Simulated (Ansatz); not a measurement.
# NH₃S (triplet): wave-function methods side by side at distance N1–H4 along a hydrogen transfer = 1.459 Å, cc-pVDZ

Aim: climb from Hartree-Fock through coupled cluster and multireference methods for NH₃S (triplet) at one geometry and basis, and see what each rung misses.

Method: cc-pVDZ, core rule «outside noble gas», up to 6 orbitals frozen; program: Ansatz 0.2.0, Gaussian basis.

Plan: UHF; CCSD(T) on ROHF; CCSD(T) on UHF; BCCD(T) on ROHF; CISD; CCSDT(Q) on ROHF; CCSDT(Q) on UHF; CASSCF and MRCISD+Q, 4 electrons in 4 orbitals; CASSCF and NEVPT2, 4 electrons in 4 orbitals; CASSCF and NEVPT2, 14 electrons in 11 orbitals.

9 further runs of the same task are left out: 1 for a mislabelled method, 8 that didn't finish.

**1. The geometry**

The geometry derives from fragments relaxed apart (PBE0/def2-TZVP) and kept rigid, so it is no stationary point. A hydrogen atom is moved between rigid fragments.

5 atoms, charge 0, spin multiplicity 3.

Atoms are counted from 1 here; the program's logs count them from 0.

Bond lengths: N1–H2 1.012 Å, N1–H3 1.012 Å, H4–S5 1.558 Å. Angles: H2–N1–H3 107.1°.

**2. UHF**

File in.yaml:

```yaml
crystal:
  periodic: [false, false, false]
  atoms:
    - {symbol: N, position_ang: [-1.988194, -0.011611, -0.018071]}
    - {symbol: H, position_ang: [-2.285474, 0.956222, -0.018071]}
    - {symbol: H, position_ang: [-2.285473, -0.413910, 0.862188]}
    - {symbol: H, position_ang: [-0.529194, -0.011611, -0.018072]}
    - {symbol: S, position_ang: [1.028806, -0.011610, -0.018072]}
basis:
  gaussian: {orbitals: cc-pVDZ}
magnetization: {spin_polarized: true, initial_magnetization: 2}
hamiltonian: {xc: hf}
output: {orbitals: {seedname: orbitals}}
```

Launch:

```bash
$ ansatz run in.yaml --threads 1 --pin off --events-out ev --progress --plain --max-ram 2393MiB
```

Further steps of the session: CCSD(T) on ROHF; CCSD(T) on UHF; BCCD(T) on ROHF; CISD; CCSDT(Q) on ROHF; CCSDT(Q) on UHF; CASSCF and MRCISD+Q, 4 electrons in 4 orbitals; CASSCF and NEVPT2, 4 electrons in 4 orbitals; CASSCF and NEVPT2, 14 electrons in 11 orbitals.

Q: Predict the results of all the runs planned. Wanted: UCCSDT(Q) below the RHF energy; RMP2 from UCCSDT(Q); UMP2 from UCCSDT(Q); RCCSD from UCCSDT(Q); RCCSD(T) from UCCSDT(Q); UCCSD(T) from UCCSDT(Q); RCCSDT(Q) from UCCSDT(Q); NEVPT2 pair from UCCSDT(Q); MRCISD+Q pair from UCCSDT(Q).

The runs gave:

| quantity | value |
| --- | --- |
| UCCSDT(Q) below the RHF energy | -9.0193 eV |
| RMP2 from UCCSDT(Q) | +130.4 kJ/mol |
| UMP2 from UCCSDT(Q) | +128.5 kJ/mol |
| RCCSD from UCCSDT(Q) | +24.8 kJ/mol |
| RCCSD(T) from UCCSDT(Q) | +4.8 kJ/mol |
| UCCSD(T) from UCCSDT(Q) | +4.5 kJ/mol |
| RCCSDT(Q) from UCCSDT(Q) | +0.1 kJ/mol |
| NEVPT2 pair from UCCSDT(Q) | +113.0 kJ/mol |
| MRCISD+Q pair from UCCSDT(Q) | +11.4 kJ/mol |
| NEVPT2 valence from UCCSDT(Q) | +134.0 kJ/mol |
| levels within 1 kcal/mol (43 meV) | RCCSDT, UCCSDT, RCCSDT(Q) |
| T1 diagnostic | 0.044 |
| effectively unpaired electrons | 2.02 |

RCCSD(T) lands +4.8 kJ/mol from the yardstick (0.6 % of the correlation energy). The occupations are near whole numbers, but T1 = 0.044 shows that the orbitals relax strongly. Of the multireference levels listed MRCISD+Q pair comes nearest in total energy (+11.4 kJ/mol), which doesn't show that its space is the better one. These misses are within one basis, not against nature; the frozen cores of restricted and unrestricted runs differ, which can shift their rows.
